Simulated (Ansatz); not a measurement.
Two isomers of C4H6O2: A = `C=C(C)C(=O)O`, B = `C=COC(C)=O`.

Gas-phase electronic energies from Ansatz, PBE0-D4/def2-TZVP geometries. CCSD(T)/CBS is the MP2 limit (def2-TZVPP, def2-QZVPP) plus CCSD(T) − MP2 in def2-TZVPP, frozen cores. DFT in def2-TZVPP. B3LYP here is the variant with VWN-RPA as its local correlation; programs differ in this. One conformer a species, not always the lowest.

Problem. Which is lower in electronic energy at CCSD(T)/CBS, and by how much? (Estimate.)

Solution. Ansatz gave: A, by 11.0 kcal/mol.

Problem. Give E(B) − E(A) in kcal/mol with CCSD(T)/def2-SVP, MP2/def2-TZVPP, PBE-D4, B3LYP, B3LYP-D4, HF/def2-TZVPP, B2PLYP. (An estimate is asked.)

Solution. Computed: CCSD(T)/def2-SVP 11.2, MP2/def2-TZVPP 12.2, PBE-D4 9.8, B3LYP 8.4, B3LYP-D4 9.3, HF/def2-TZVPP 8.1, B2PLYP 9.6. None reverses the order clearly.

Problem. Does the order hold for the free energy at 298.15 K (harmonic terms from PBE0-D4)? (Estimate.)

Solution. The calculation gave: Yes: G(B) − G(A) = +9.5 kcal/mol, for one conformer each.

Largest T1 diagnostic: 0.014.

The D4 term adds +0.9 kcal/mol with B3LYP and +0.5 kcal/mol with PBE0; it sums over pairs of atoms, weighted by their polarisabilities, and B3LYP, whose exchange is more repulsive, gets the larger term. From BLYP to BHLYP (50 % exact exchange), in def2-TZVPP and without D4, E(B) − E(A) moves by +1.1 kcal/mol.
